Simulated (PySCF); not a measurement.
**Nuclear quadrupole coupling in `C=C=COC`**

Compound: C4H6O.
Structure used (PBE0-D3(BJ)/def2-SVP), in Å, numbered top down from 1:
```
atom  x, y, z in Å
C1     2.6088    0.2376   -0.6225
C2     1.3312    0.2723   -0.3460
C3     0.0483    0.3642   -0.0735
O4    -0.6145   -0.4962    0.7358
C5    -2.0078   -0.4959    0.5887
H6     2.9950   -0.2862   -1.5057
H7     3.3492    0.7271    0.0227
H8    -0.5414    1.1947   -0.4892
H9    -2.4165   -1.1576    1.3634
H10   -2.3185   -0.8753   -0.4016
H11   -2.4339    0.5153    0.7279
```

Field gradients from the PBE0/pcSseg-1 density (PySCF, non-relativistic), principal values in atomic units, ordered |Vxx| ≤ |Vyy| ≤ |Vzz|:

```tsv
atom	Vxx	Vyy	Vzz
O4	-0.2091	-1.7732	1.9823
```

Question: Find the asymmetry η = (Vxx − Vyy)/Vzz and the couplings χ = eQV/h (234.96 MHz × Q in barn × V in au), with Q(17O) = −0.0256 b.

Answer: 
```tsv
atom	environment	nucleus	η	χzz (MHz)	χxx (MHz)	χyy (MHz)
O4	ether oxygen	17O	0.79	-11.92	1.26	10.67
```

The tensor is traceless: Vxx + Vyy + Vzz = 0.

Question: What is Vzz at O4 in SI units (1 au = 9.71736 × 10²¹ V/m²)?

Answer: 1.9823 au = 19.263 × 10²¹ V/m².

Question: And the gradient at the other heavy atoms, for which no coupling is worked out here?

Answer: 
```json
{"atom": "C1", "environment": "outer carbon of cumulated double bonds", "Vzz (au)": "0.221", "η": "0.20"}
{"atom": "C2", "environment": "central carbon of cumulated double bonds", "Vzz (au)": "-0.364", "η": "0.60"}
{"atom": "C3", "environment": "outer carbon of cumulated double bonds", "Vzz (au)": "-0.241", "η": "0.88"}
{"atom": "C5", "environment": "methoxy carbon", "Vzz (au)": "0.402", "η": "0.09"}
```

Question: What couplings would deuterons (Q(2H) = 0.00286 b) have in place of the hydrogens, at this geometry?

Answer: 
```csv
atom,bonded to,bond length (Å),Vzz (au),η,χzz (kHz)
H6,C1,1.097,0.3008,0.05,202
H7,C1,1.097,0.3005,0.05,202
H8,C3,1.100,0.2869,0.14,193
H9,C5,1.098,0.2882,0.07,194
H10,C5,1.105,0.2742,0.08,184
H11,C5,1.106,0.2732,0.09,184
```

The structure is a single PBE0-D3(BJ)/def2-SVP conformer in the gas phase; no vibrational or solvent corrections. These gradients aren't converged with respect to the basis.
